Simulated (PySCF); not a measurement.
# Why did this PySCF run fail?

```python
from pyscf import gto, scf
from pyscf.hessian import thermo

mol = gto.M(
    atom='Na 0 0 0; N 0 0 2.23',
    basis='crenbl',
    ecp={'Na': 'crenbl', 'N': 'crenbl'},
    charge=0,
    spin=2,
    verbose=4,
)
mf = scf.UHF(mol)
mf.max_cycle = 1
mf = mf.newton()
mf.kernel()
hess = mf.Hessian().kernel()
print('wavenumber (cm^-1) =', thermo.harmonic_analysis(mol, hess)['freq_wavenumber'].round(1))
mf.dip_moment()
print('orbital energies (hartree):', [e[max(0, n-3):n+3].round(4) for e, n in zip(mf.mo_energy, mol.nelec)])
```

```bash
$ OMP_NUM_THREADS=1 python input.py
```

The log, shortened:

```
[earlier lines left out]
level_shift factor = 0
DIIS = <class 'pyscf.scf.diis.CDIIS'>
SCF conv_tol = 1e-09
SCF max_cycles = 1
number electrons alpha = 8  beta = 6
******** <class 'pyscf.scf.uhf.UHF'> Newton solver flags ********
SCF tol = 1e-09
conv_tol_grad = None
max. SCF cycles = 1
max_cycle_inner = 12
max_stepsize = 0.05
ah_start_tol = 1e+09
ah_level_shift = 0
ah_conv_tol = 1e-12
ah_lindep = 1e-14
ah_start_cycle = 1
ah_max_cycle = 40
ah_grad_trust_region = 2.5
kf_interval = 4
kf_trust_region = 5
canonicalization = True
Set conv_tol_grad to 3.16228e-05

Initial guess E= -57.0312574660055  |g|= 0.285836
macro= 0  E= -57.0519830974636  delta_E= -0.0207256  |g|= 0.0255573  3 KF 12 JK
Canonicalize SCF orbitals
macro X = 1  E=-57.0519830974636  |g|= 0.0255573  total 4 KF 14 JK
SCF not converged.
SCF energy = -57.0519830974636 after 1 cycles  <S^2> = 2.2747967  2S+1 = 3.1779218
wavenumber (cm^-1) = [1003.6]
Dipole moment(X, Y, Z, Debye):  0.00000,  0.00000, -6.66211
orbital energies (hartree): [array([-0.4305, -0.4305, -0.3936,  0.0175,  0.1703,  0.5022]), array([-1.5093, -0.665 , -0.1855,  0.0279,  0.1681,  0.2298])]
```

**Question.** Which setting is at fault, why, and what does a mended input give?

**Answer.** The cycle limit (1): the limit is below the number of cycles that the SCF needs. With this edit
```diff
- mf.max_cycle = 1
```
the run finishes: E(SCF) = -57.068405 Eh, 5 cycles, ⟨S²⟩ = 2.857, μz(SCF) = 0.10 D, wavenumbers 391 cm⁻¹.

⟨S²⟩ = 2.86 against 2.00 for a pure state: the determinant is spin-contaminated. The bond length is a typed value, not an optimised one, so the wavenumber is not that of the minimum. No search for the lowest solution was made.
